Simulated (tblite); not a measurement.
Species: C₅H₅N.
SMILES with atom numbers: `[CH3:1][C:2]#[C:3][CH2:4][C:5]#[N:6]` (hydrogens: H7, H8, H9 on C1; H10, H11 on C4)

Computed with GFN2-xTB (tblite), gas phase: Langevin dynamics at 400 K from the optimised GFN2-xTB geometry, time step 0.5 fs, friction 0.01 fs⁻¹, 2000 steps. The instantaneous temperature is 2·E(kin)/(3Nk) with all 3N coordinates.

```
t (fs)  T (K)  E(pot) above start (eV)  C1–C2 (Å)  C2≡C3 (Å)  C3–C4 (Å)  C4–C5 (Å)  C5≡N6 (Å)  C1–H7 (Å)
     0    351                    0.000      1.445      1.198      1.455      1.445      1.142      1.090
    25    254                    0.294      1.449      1.207      1.418      1.475      1.149      1.065
    50    291                    0.454      1.520      1.219      1.493      1.439      1.126      1.117
    75    251                    0.441      1.441      1.206      1.409      1.455      1.109      1.132
   100    358                    0.338      1.488      1.213      1.471      1.460      1.137      1.044
   125    392                    0.220      1.457      1.191      1.472      1.447      1.164      1.061
   150    371                    0.395      1.446      1.182      1.451      1.443      1.170      1.145
   175    271                    0.420      1.439      1.193      1.489      1.461      1.149      1.192
   200    419                    0.316      1.411      1.221      1.449      1.455      1.126      1.115
   225    408                    0.332      1.459      1.216      1.452      1.433      1.128      1.027
   250    219                    0.322      1.492      1.184      1.455      1.448      1.154      1.098
   275    261                    0.285      1.468      1.194      1.447      1.444      1.149      1.141
   300    350                    0.145      1.425      1.215      1.434      1.449      1.148      1.085
   325    332                    0.180      1.440      1.203      1.467      1.450      1.131      1.054
   350    180                    0.281      1.434      1.195      1.468      1.457      1.137      1.129
   375    313                    0.231      1.432      1.202      1.478      1.456      1.141      1.130
   400    197                    0.380      1.403      1.209      1.429      1.429      1.163      1.070
   425    305                    0.280      1.444      1.220      1.483      1.422      1.157      1.020
   450    333                    0.289      1.433      1.187      1.435      1.446      1.139      1.101
   475    328                    0.405      1.494      1.189      1.513      1.488      1.124      1.142
   500    334                    0.329      1.452      1.171      1.492      1.453      1.123      1.099
   525    419                    0.287      1.446      1.194      1.493      1.418      1.152      1.046
   550    367                    0.455      1.465      1.212      1.502      1.441      1.165      1.073
   575    388                    0.487      1.411      1.212      1.433      1.479      1.157      1.161
   600    466                    0.425      1.480      1.201      1.501      1.437      1.156      1.109
   625    580                    0.446      1.495      1.204      1.494      1.443      1.121      1.047
   650    644                    0.544      1.423      1.196      1.437      1.488      1.134      1.122
   675    425                    0.638      1.518      1.234      1.522      1.463      1.156      1.153
   700    508                    0.335      1.458      1.211      1.449      1.439      1.156      1.107
   725    576                    0.626      1.448      1.193      1.438      1.419      1.122      1.068
   750    567                    0.546      1.527      1.209      1.513      1.502      1.143      1.081
   775    525                    0.494      1.442      1.183      1.458      1.458      1.132      1.103
   800    508                    0.521      1.431      1.207      1.487      1.415      1.147      1.080
   825    588                    0.451      1.438      1.226      1.474      1.492      1.163      1.065
   850    730                    0.458      1.412      1.193      1.421      1.489      1.169      1.065
   875    494                    0.892      1.500      1.198      1.502      1.414      1.164      1.120
   900    667                    0.292      1.470      1.207      1.458      1.426      1.118      1.124
   925    386                    0.676      1.443      1.229      1.403      1.476      1.125      1.107
   950    479                    0.757      1.538      1.224      1.487      1.519      1.173      1.070
   975    607                    0.563      1.434      1.199      1.433      1.423      1.165      1.090
  1000    616                    0.448      1.460      1.216      1.506      1.426      1.135      1.108
```

**Question.** From 500 fs on, how do temperature and potential energy compare with equipartition?

**Answer.** The mean temperature of these 21 frames is 518 K against the target 400 K, and the mean potential energy 0.51 eV against 27 × kT/2 = 0.47 eV for 27 classical harmonic modes. For 11 atoms in a canonical ensemble the temperature itself scatters by T·√(2/(3N)) = 98 K; here its standard deviation is 105 K. These frames run hotter than the target by 29 %; at their own mean temperature equipartition would give 0.60 eV. The whole run lasts only 10 friction times of 100 fs, so these averages carry a wide statistical error.

**Question.** What are the kinetic and total energies of the listed frame with the highest potential energy?

**Answer.** The one at 875 fs, 0.892 eV above the start. Its kinetic energy is 3NkT/2 = 0.702 eV at 494 K, so the sum is 1.59 eV; over the listed frames the sum runs from 0.50 to 1.59 eV, since the thermostat adds and removes energy.

**Question.** How much do the listed bonds fluctuate from 500 fs on?

**Answer.** 
```
 bond  at the start (Å)  mean (Å)  standard deviation (Å)
C1–C2             1.445     1.461                   0.035
C2≡C3             1.198     1.206                   0.015
C3–C4             1.455     1.472                   0.033
C4–C5             1.445     1.453                   0.031
C5≡N6             1.142     1.147                   0.018
C1–H7             1.090     1.095                   0.030
```

The motion is classical and holds no zero-point motion.

What follows is the cost of the whole dynamics run. Hardware: one thread, Arm Neoverse V1 (aarch64), shared host. Cost: 7.4 s of wall time, 0.18 GiB resident at most.
